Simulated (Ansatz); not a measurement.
C$_{3}$H$_{7}$NO (`C/N=C(\C)O`) from Hartree–Fock to CCSD(T)

Cartesian coordinates in Å:
```
C -0.3889 0.2453 1.5869
N 0.3427 0.9272 0.5490
C 0.4188 0.3927 -0.5908
C -0.1683 -0.9055 -1.0374
O 1.1005 1.0210 -1.5694
H -0.3519 0.8377 2.5015
H -1.4460 0.1012 1.3286
H 0.0307 -0.7430 1.8155
H 0.2212 -1.7233 -0.4261
H 0.0621 -1.0988 -2.0828
H -1.2527 -0.8928 -0.9038
H 1.4318 1.8384 -1.1712
```

Total charge 0; spin multiplicity 1. The geometry is a stationary point of PBE0-D4/def2-TZVP. It is one conformer, not always the lowest. Frozen core, restricted reference, Ansatz 0.2.0. CBS rows extrapolate triple and quadruple zeta; past MP2 they add the triple-zeta difference.

| basis | HF (Eh) | MP2 corr. |
| --- | --- | --- |
| def2-SVP | -246.79691 | -0.76684 |
| def2-TZVPP | -247.08407 | -0.95088 |
| def2-QZVPP | -247.09564 | -1.01685 |

(1) Estimate the CCSD correlation energy and the (T) correction in each basis where they were run (hartree).

Answers

(1) 
| basis | CCSD corr. | (T) |
| --- | --- | --- |
| def2-SVP | -0.81204 | -0.02531 |
| def2-TZVPP | -0.98300 | -0.04118 |
| CBS(def2) | -1.09782 | as TZ |
